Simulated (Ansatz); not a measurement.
Compare A (`FC1=CCC1`) with its isomer B (`C#CC(C)F`).

Isolated molecules relaxed with PBE0-D4/def2-TZVP in Ansatz; ΔE leaves out vibrations. CCSD(T)/CBS adds triple-zeta CCSD(T) − MP2 to the extrapolated MP2 energy (def2 sets, frozen cores). Functionals use def2-TZVPP. B3LYP here is the variant with VWN-RPA as its local correlation; programs differ in this.

(1) Which is lower in electronic energy at CCSD(T)/CBS, and by how much? (Best estimate.)

(2) Give E(B) − E(A) in kcal/mol with CCSD(T)/def2-SVP, B3LYP, PBE-D4, r2SCAN-D4, CCSD(T)/def2-TZVPP, B2PLYP, ωB97M-V. (Best estimate.)

(3) Does the order hold for the free energy at 298.15 K (harmonic terms from PBE0-D4)? (An estimate is asked.)

Largest T1 diagnostic: 0.011.

Answers

(1) Computed: A, by 6.9 kcal/mol.

(2) Ansatz gave: CCSD(T)/def2-SVP 8.3, B3LYP 6.2, PBE-D4 13.1, r2SCAN-D4 10.3, CCSD(T)/def2-TZVPP 7.2, B2PLYP 5.6, ωB97M-V 9.0. None reverses the order clearly.

(3) The calculation gave: Yes: G(B) − G(A) = +4.7 kcal/mol.

From r2SCAN to r2SCAN0 (25 % exact exchange), in def2-TZVPP and without D4, E(B) − E(A) moves by +1.3 kcal/mol. Leaving LDA and LC-ωPBE aside and taking each functional with its dispersion term where it has one, the values, not all of them listed here, spread over 8.7 kcal/mol, from BLYP-D4 to HSE06-D4. LDA lies +5.4 kcal/mol from PBE without D4.
